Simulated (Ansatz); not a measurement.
`CC(C)(F)F` + `C#CCO` → `C#CCOC` + `CC(F)F`  (substitution at a C–C bond)

Program: Ansatz. Geometries: PBE0-D4/def2-TZVP. ΔE: electronic, gas phase. CCSD(T)/CBS is the MP2 limit (def2-TZVPP, def2-QZVPP) plus CCSD(T) − MP2 in def2-TZVPP, frozen cores. This one scheme is used for every species. DFT in def2-TZVPP. B3LYP here is the variant with VWN-RPA as its local correlation; programs differ in this. HSE06 is defined as in plane-wave codes. One conformer a species, not always the lowest.

(1) Is it downhill or uphill in electronic energy at CCSD(T)/CBS, and by how much? (Estimate.)

(2) What do these levels give: revPBE-D4, r2SCAN-D4, B3LYP-D4, HSE06-D4, BHLYP-D4, PBE-QIDH, BLYP, r2SCAN, B3LYP, BHLYP, SCS-MP2/def2-TZVPP, MP2/def2-QZVPP? (Estimate.)

(3) What do rigid-rotor, harmonic-oscillator terms from PBE0-D4/def2-TZVP frequencies (298.15 K, 1 bar) make of the CCSD(T)/CBS value? (Estimate.)

Largest T1 diagnostic among the species: 0.012.

## Answers

(1) Ansatz gave: Uphill: ΔE = +72.3 kJ/mol.

(2) Computed: revPBE-D4 65.9, r2SCAN-D4 71.5, B3LYP-D4 63.8, HSE06-D4 68.9, BHLYP-D4 65.3, PBE-QIDH 71.1, BLYP 58.4, r2SCAN 71.4, B3LYP 61.8, BHLYP 64.1, SCS-MP2/def2-TZVPP 66.9, MP2/def2-QZVPP 73.6 kJ/mol.

(3) The calculation gave: ΔZPE = +1.7 kJ/mol, ΔH = +73.8 kJ/mol, ΔS = 11 J/(mol·K), ΔG = +70.6 kJ/mol.

Leaving LDA and LC-ωPBE aside and taking each functional with its dispersion term where it has one, the values, not all of them listed here, spread over 11.3 kJ/mol, from BLYP-D4 to r2SCAN0-D4. LDA lies +6.8 kJ/mol from PBE without D4. In def2-TZVPP, CCSD(T) changes the Hartree–Fock value by +8.8 kJ/mol (the triples alone add +0.7 kJ/mol) and MP2 by +11.7 kJ/mol.
